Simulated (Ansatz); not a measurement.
Input file:

```yaml
crystal:
  periodic: [false, false, false]
  atoms:
    - {symbol: Si, position_ang: [0.000000, 0.000000, 0.491574]}
    - {symbol: C, position_ang: [0.000000, 0.000000, -1.176602]}
    - {symbol: H, position_ang: [0.000000, 1.247023, 1.286284]}
    - {symbol: H, position_ang: [0.000000, -1.247023, 1.286284]}
    - {symbol: H, position_ang: [0.000000, 0.000000, -2.249409]}
basis:
  gaussian: {orbitals: cc-pVDZ}
total_charge: 1
magnetization: {spin_polarized: true, initial_magnetization: 2}
correlation: {method: ccsdt_q, electrons: outside_noble_gas}
```

```sh
$ ansatz run in.yaml --threads 1 --pin off --events-out ev --progress --plain --max-ram 2393MiB
```

Output:

```
868 factors; integrals over basis functions are off by at most 1.8e-7 eV
mean field evaluation 1: about -8927.1647 eV, gradient 1.6e1 eV
mean field evaluation 2: about -8927.1670 eV, gradient 1.6e1 eV
mean field evaluation 4: about -8929.3754 eV, gradient 2.0e0 eV
mean field evaluation 8: about -8929.4527 eV, gradient 2.8e-3 eV
mean field evaluation 16: about -8929.4490 eV, gradient 2.7e-1 eV
mean field -8929.45271494 eV, -328.1513346737 hartree, gradient 2.0e-6 eV, S^2 2.017554; 0 other end points of the search recorded, 0 dependent functions left out
6 core orbitals not correlated: weight in the atoms' cores, before any rotation towards them, 1.000 or more for the frozen orbitals, at most 0.000 for the correlated occupied ones
reference -8929.45271494 eV, -328.1513346737 hartree; 6, 4 occupied and 35, 37 virtual orbitals, 868 factors
second order -4.30885042 eV of doubles, -0.00000000 eV of singles
cycle   1  -5.02382814 eV  change   -7.1e-1 eV  update   6.6e-2
cycle   2  -5.39087667 eV  change   -3.7e-1 eV  update   2.9e-2
cycle   3  -5.43794066 eV  change   -4.7e-2 eV  update   1.3e-2
cycle   4  -5.44324376 eV  change   -5.3e-3 eV  update   7.0e-3
cycle   5  -5.44496377 eV  change   -1.7e-3 eV  update   2.7e-3
cycle   6  -5.44448645 eV  change    4.8e-4 eV  update   1.3e-3
cycle   7  -5.44466367 eV  change   -1.8e-4 eV  update   6.3e-4
cycle   8  -5.44505054 eV  change   -3.9e-4 eV  update   3.0e-4
cycle   9  -5.44499162 eV  change    5.9e-5 eV  update   1.3e-4
cycle  10  -5.44490347 eV  change    8.8e-5 eV  update   5.5e-5
cycle  11  -5.44492167 eV  change   -1.8e-5 eV  update   2.3e-5
cycle  12  -5.44493793 eV  change   -1.6e-5 eV  update   1.1e-5
cycle  13  -5.44494728 eV  change   -9.4e-6 eV  update   4.9e-6
cycle  14  -5.44494896 eV  change   -1.7e-6 eV  update   2.5e-6
cycle  15  -5.44494654 eV  change    2.4e-6 eV  update   1.2e-6
cycle  16  -5.44494572 eV  change    8.3e-7 eV  update   4.9e-7
perturbative correction -0.00566666 eV, -0.0002082457 hartree
Total energy: -8934.90332731 eV, -328.3516409838 hartree
```

Ran on 1 thread of AMD EPYC 9R45, shared host: 11 s wall, 0.43 GiB peak host memory.
